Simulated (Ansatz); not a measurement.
Frontier orbitals of `CC#CCCC`.

Total charge 0; spin multiplicity 1. All single points use the PBE0-D4/def2-TZVP geometry. It is one conformer, not always the lowest. Basis def2-TZVPP, Ansatz 0.2.0.

```tsv
functional	HOMO (eV)	LUMO (eV)	gap (eV)
LDA (SPW92)	-6.01	0.06	6.07
PBE	-5.87	0.24	6.11
revPBE	-5.81	0.31	6.12
BLYP	-5.73	0.27	6.00
B97M-V	-6.10	0.43	6.53
PBE0	-7.08	1.08	8.16
r2SCANh	-6.53	1.04	7.57
LC-ωPBE	-9.83	3.17	13.00
ωB97M-V	-9.33	2.55	11.88
```

From PBE to PBE0 the HOMO moves by −1.20 eV and the LUMO by +0.85 eV, and with ωB97M-V by −3.45 and +2.31 eV, so the gap grows from 6.11 to 11.87 eV with exact exchange. A positive LUMO is unbound and depends on the basis.

LC-ωPBE has ω = 0.4 bohr⁻¹.
